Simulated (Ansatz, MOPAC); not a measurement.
Reaction (SMILES): N[SiH](N)N + 3 [H][H] (H2) -> 3 N (NH3) + [SiH4] (SiH4)

Wanted: energy of full hydrogenation (enthalpy at 298 K), in kcal/mol. Set-up: no dispersion term unless named; LANL2DZ with its own core potentials from Na on; valence correlation only; non-relativistic; no spin-orbit coupling. CBS(X,Y): correlation extrapolated as X^-3; Hartree-Fock from the larger set. First-principles rows: single points at B3LYP-D3(BJ) geometries (Ansatz, a quantum-chemistry and plane-wave program), with unscaled harmonic terms from B3LYP/6-31G* (Ansatz) at its own minima. Semi-empirical rows: MOPAC heats of formation at their own minima for 298 K.

| species | coefficient | E at B3LYP/LANL2DZ (Ansatz), Eh | E at B3LYP/def2-TZVPD (Ansatz), Eh | H(298 K) - E, kcal/mol | heat of formation at PM6 (MOPAC), kcal/mol |
|---|---|---|---|---|---|
| N[SiH](N)N | -1 | -172.41174 | -458.17553 | 60.16 | -51.13 |
| [H][H] (H2) | -3 | -1.17442 | -1.17969 | 8.44 | -25.73 |
| N (NH3) | +3 | -56.54485 | -56.58780 | 24.05 | -3.14 |
| [SiH4] (SiH4) | +1 | -6.26500 | -291.91659 | 22.18 | 7.15 |

Coupled cluster (Ansatz) is a level with limits of its own, used here on species with T1 under 0.025 (0.045 for open shells) and stable references: CCSD(T)/CBS(cc-pV(T+d)Z,cc-pV(Q+d)Z). Value to compare with, CCSD(T)/CBS(cc-pV(T+d)Z,cc-pV(Q+d)Z) (Ansatz): 38.3 kcal/mol. 1 Eh = 627.5095 kcal/mol.

### Question
Compute it at each level from the table, and compare with CCSD(T)/CBS(cc-pV(T+d)Z,cc-pV(Q+d)Z) (Ansatz).

### Answer

- B3LYP/LANL2DZ: the sum of coefficient times E is 0.03545 Eh, or 22.25 kcal/mol; the thermal terms add 8.85. Result: 31.1 kcal/mol. Its difference against CCSD(T)/CBS(cc-pV(T+d)Z,cc-pV(Q+d)Z) (Ansatz) is -7.2 kcal/mol.
- B3LYP/def2-TZVPD: the sum of coefficient times E is 0.03461 Eh, or 21.72 kcal/mol; the thermal terms add 8.85. Result: 30.6 kcal/mol. Its difference against CCSD(T)/CBS(cc-pV(T+d)Z,cc-pV(Q+d)Z) (Ansatz) is -7.7 kcal/mol.
- PM6: the sum of coefficient times heat of formation is 126.05 kcal/mol; it needs no thermal term. Its difference against CCSD(T)/CBS(cc-pV(T+d)Z,cc-pV(Q+d)Z) (Ansatz) is 87.7 kcal/mol.
